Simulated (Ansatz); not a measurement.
# H8Si2: the cost of one run

Program: Ansatz 0.2.0. Level of theory: RKS PBE0/cc-pVDZ. These are calculated values, not measurements.

**1. The structure to begin with**

Bond lengths: Si1–H3 1.460 Å, Si1–H4 1.459 Å, Si1–H5 1.459 Å, Si1–Si6 2.520 Å, Si6–H7 1.460 Å, Si6–H8 1.460 Å, Si6–H9 1.460 Å. Angles: H3–Si1–H4 109.5°, H3–Si1–H5 109.5°, H3–Si1–Si6 178.9°, H4–Si1–H5 109.5°, H4–Si1–Si6 70.0°, H5–Si1–Si6 70.0°, Si1–Si6–H7 109.5°, Si1–Si6–H8 109.5°, Si1–Si6–H9 109.5°, H7–Si6–H8 109.4°, H7–Si6–H9 109.4°, H8–Si6–H9 109.4°.

Coordinates:

```xyz
10

Si    0.0000    0.0000    0.0000
H     0.0000    0.0000    1.8100
H     1.3768    0.0000   -0.4862
H    -0.6877    1.1914   -0.4862
H    -0.6877   -1.1914   -0.4862
Si   -2.3914    0.0000    0.7946
H    -3.1794   -0.9102   -0.0313
H    -2.4426   -0.4389    2.1861
H    -2.9397    1.3491    0.6900
H    -0.9452    0.0000    1.8966
```

**2. Pulling towards end A**

Springs on the bonds that form and break draw the guess towards this end; the thresholds are loose.

input.yaml reads:

```yaml
crystal:
  periodic: [false, false, false]
  atoms:
    - { symbol: Si, position_ang: [0.0, 0.0, 0.0] }
    - { symbol: H, position_ang: [0.0, 0.0, 1.81] }
    - { symbol: H, position_ang: [1.3768, 0.0, -0.4862] }
    - { symbol: H, position_ang: [-0.6877, 1.1914, -0.4862] }
    - { symbol: H, position_ang: [-0.6877, -1.1914, -0.4862] }
    - { symbol: Si, position_ang: [-2.3914, 0.0, 0.7946] }
    - { symbol: H, position_ang: [-3.1794, -0.9102, -0.0313] }
    - { symbol: H, position_ang: [-2.4426, -0.4389, 2.1861] }
    - { symbol: H, position_ang: [-2.9397, 1.3491, 0.69] }
    - { symbol: H, position_ang: [-0.9452, 0.0, 1.8966] }
basis:
  gaussian: { orbitals: cc-pVDZ }
hamiltonian:
  xc: pbe0
relax:
  f_tol: 0.15
  max_steps: 25
  restrain:
    - { distance: [0, 5], at: 3.42, k: 30.0 }
    - { distance: [9, 1], at: 1.86, k: 30.0 }
    - { distance: [0, 1], at: 1.46, k: 30.0 }
    - { distance: [9, 5], at: 1.46, k: 30.0 }
output:
  orbitals: {}
```

On the command line:

```sh
$ ansatz run input.yaml --threads 2 --pin off --max-ram 3072MiB --backend cpu --events-out ev --progress --plain --runs-dir out
```

Q: Estimate wall time and peak memory on 2 threads of Arm Neoverse V1, shared host.

About 14 s, with a peak of 0.14 GiB.
